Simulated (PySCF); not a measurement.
# Methyl cyclopropyl ketone: calculation and literature

Molfile (atoms numbered from 1):
```
C5H8O
     RDKit          3D

 14 14  0  0  0  0  0  0  0  0999 V2000
    2.0188   -0.4459   -0.7706 C   0  0  0  0  0  0  0  0  0  0  0  0
    0.7625   -0.5374    0.0499 C   0  0  0  0  0  0  0  0  0  0  0  0
    0.6819   -1.2492    1.0249 O   0  0  0  0  0  0  0  0  0  0  0  0
   -0.3761    0.3033   -0.3977 C   0  0  0  0  0  0  0  0  0  0  0  0
   -1.2184    0.9430    0.6842 C   0  0  0  0  0  0  0  0  0  0  0  0
   -1.7680   -0.1900   -0.0912 C   0  0  0  0  0  0  0  0  0  0  0  0
    1.8127   -0.7559   -1.7994 H   0  0  0  0  0  0  0  0  0  0  0  0
    2.7953   -1.0769   -0.3429 H   0  0  0  0  0  0  0  0  0  0  0  0
    2.3607    0.5921   -0.8150 H   0  0  0  0  0  0  0  0  0  0  0  0
   -0.2320    0.8668   -1.3114 H   0  0  0  0  0  0  0  0  0  0  0  0
   -0.8996    0.7423    1.6991 H   0  0  0  0  0  0  0  0  0  0  0  0
   -1.5892    1.9412    0.4907 H   0  0  0  0  0  0  0  0  0  0  0  0
   -1.8184   -1.1519    0.4031 H   0  0  0  0  0  0  0  0  0  0  0  0
   -2.5319    0.0060   -0.8323 H   0  0  0  0  0  0  0  0  0  0  0  0
  1  2  1  0
  2  3  2  0
  2  4  1  0
  4  5  1  0
  5  6  1  0
  6  4  1  0
  1  7  1  0
  1  8  1  0
  1  9  1  0
  4 10  1  0
  5 11  1  0
  5 12  1  0
  6 13  1  0
  6 14  1  0
M  END
```

No solvent, fast rotation and ring inversion assumed for equivalent nuclei, one computed conformer, no relativistic terms. Shieldings: GIAO KT3/pcSseg-2; spin–spin couplings from B3LYP/pcJ-2 (without the spin–dipole term); geometry: PBE0-D3(BJ)/def2-TZVP; PySCF 2.14.0 with density-fitted response routines.

Reference values: measured (solution, not stated per compound (mostly CDCl3 or CCl4); Pretsch, Buehlmann, Badertscher, Structure Determination of Organic Compounds, 4th ed. (2009)).
| atoms | quantity | reference | computed | computed, scaled |
| --- | --- | --- | --- | --- |
| C4 | δ ¹³C | 20.1 | 20.4 | 17.0 |
| C5/C6 | δ ¹³C | 9.6 | 14.3 | 10.7 |
| H10 | δ ¹H | 1.83 | 1.81 | 1.81 |

Computed shifts are σ(ref) − σ with the named reference compound (TMS for H and C) calculated as an isolated molecule at the same level. The measured values may be among those fitted. Expected solution values come from regression of measured δ (H and C: mostly CDCl3, vs TMS) on computed σ: ¹³C (scatter 3.0 ppm rms, 3.0 ppm with the 1 outlier that the fit left out); ¹H (scatter 0.14 ppm rms, 0.16 ppm with the 4 outliers that the fit left out). A few per cent of atoms miss by over 2 rms, more outside the fitted compound classes.

Coupling constants in Hz:
```tsv
coupling	reference	computed	source
³J(H10,H12) cis	7.9	8.9	measured; solution (compiled); Pretsch, Buehlmann, Badertscher, Structure Determination of Organic Compounds, 4th ed., Springer 2009
³J(H10,H11) trans	4.6	4.9	measured; solution (compiled); Pretsch, Buehlmann, Badertscher, Structure Determination of Organic Compounds, 4th ed., Springer 2009
²J(H11,H12)	-3.5	-3.4	measured; solution (compiled); Pretsch, Buehlmann, Badertscher, Structure Determination of Organic Compounds, 4th ed., Springer 2009
```

How far are the unscaled ¹³C shifts from the references?

Answers

Mean signed difference +2.50 ppm, mean absolute 2.50 ppm over 2 comparisons; the largest is +4.7 ppm at C5/C6 (three-membered-ring carbon).

6 of the 11 published NMR values on file for this molecule are compared.
